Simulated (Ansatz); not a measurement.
# AlFH4O: the cost of one run

All numbers below are computed with Ansatz 0.2.0 (UKS BHLYP-D4/cc-pVDZ).

## (1) Starting point

Bond lengths: Al1–O2 2.177 Å, Al1–H3 1.527 Å, Al1–H4 1.527 Å, Al1–F6 2.110 Å, O2–H7 0.951 Å. Angles: Al1–O2–H7 151.5°, O2–Al1–H3 112.6°, O2–Al1–H4 113.9°, O2–Al1–F6 68.6°, H3–Al1–H4 123.7°, H3–Al1–F6 111.3°, H4–Al1–F6 113.8°.

As a file:

```xyz
7

Al   -0.4935   -0.8047    0.2479
O     1.1562    0.4830   -0.3514
H    -0.8545   -1.8327   -0.8220
H    -0.5458   -1.0874    1.7476
H     0.0245    1.0623   -0.3980
F    -1.1731    1.1225   -0.2781
H     1.8862    1.0570   -0.1458
```

## (2) Run 1

150 steps of 0.5 fs at constant energy, with velocities drawn for 1000 K.

input.yaml

```yaml
crystal:
  periodic: [false, false, false]
  atoms:
    - { symbol: Al, position_ang: [-0.4935, -0.8047, 0.2479] }
    - { symbol: O, position_ang: [1.1562, 0.483, -0.3514] }
    - { symbol: H, position_ang: [-0.8545, -1.8327, -0.822] }
    - { symbol: H, position_ang: [-0.5458, -1.0874, 1.7476] }
    - { symbol: H, position_ang: [0.0245, 1.0623, -0.398] }
    - { symbol: F, position_ang: [-1.1731, 1.1225, -0.2781] }
    - { symbol: H, position_ang: [1.8862, 1.057, -0.1458] }
magnetization:
  spin_polarized: true
basis:
  gaussian: { orbitals: cc-pVDZ }
hamiltonian:
  xc: { name: BHLYP }
  dispersion: d4
md:
  timestep: 0.5
  n_steps: 150
  ensemble: nve
  temperature: 1000.0
  initial_velocities: maxwell_boltzmann
  seed: 414987
```

Run with:

```sh
ansatz run input.yaml --threads 1 --pin off --max-ram 2048MiB --backend cpu --events-out ev --progress --plain --runs-dir out
```

What time and memory should one allow on 1 thread of Arm Neoverse V1, shared host?

About 8.5 min, with a peak of 0.15 GiB.
